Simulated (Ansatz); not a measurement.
`S[Si]Cl`, relaxed with RKS PBE0-D4/def2-TZVP in Ansatz from a PBE-D4/def2-SVP geometry. The force threshold is 0.005 eV/Å; the program also tests the step.

Charge 0, multiplicity 1.

Start:

```xyz
4

S     0.479   -0.263    1.011
Si   -0.582   -0.076   -0.874
Cl    0.153    1.837   -1.400
H    -0.050   -1.498    1.263
```

```json
{"step": "1", "energy (eV)": "-31243.1088", "largest force (eV/Å)": "0.497", "largest move (Å)": "0.000"}
{"step": "2", "energy (eV)": "-31243.1285", "largest force (eV/Å)": "0.260", "largest move (Å)": "0.035"}
{"step": "3", "energy (eV)": "-31243.1298", "largest force (eV/Å)": "0.105", "largest move (Å)": "0.017"}
{"step": "4", "energy (eV)": "-31243.1309", "largest force (eV/Å)": "0.014", "largest move (Å)": "0.012"}
{"step": "5", "energy (eV)": "-31243.1310", "largest force (eV/Å)": "0.001", "largest move (Å)": "0.001"}
```

End:

```xyz
4

S     0.471   -0.260    0.995
Si   -0.572   -0.075   -0.858
Cl    0.151    1.811   -1.380
H    -0.050   -1.476    1.244
```

It took 2.1 s on 4 threads of an AMD EPYC 9R45 on a shared host, with 0.24 GiB of host memory at the peak.
